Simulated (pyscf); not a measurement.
Structures and frequencies: ωB97X-D3(BJ)/def2-SVP in PySCF.

Task: How much does it cost (ΔH, 298 K, ωB97M-D3(BJ)/def2-TZVP) to split O=WH(=O)–F at its H–W bond into [O=W(=O)–F]• + H•?

Result: H–W to [O=W(=O)–F]• + H•: 3.41 eV. The 7 functionals that were run give +3.21 (M06-2X) to +3.50 eV (ωB97X-D3(BJ)). The radicals are drawn with the spin at the cut bond; how far it spreads was not checked. Other isomers of [O=W(=O)–F]• were not searched in full and may lie lower. Open-shell species with a d-block atom are single-reference here; other states, and whether the spin sits on metal or ligand, were not checked. Elements past Kr carry the def2 core potentials, without spin-orbit coupling.
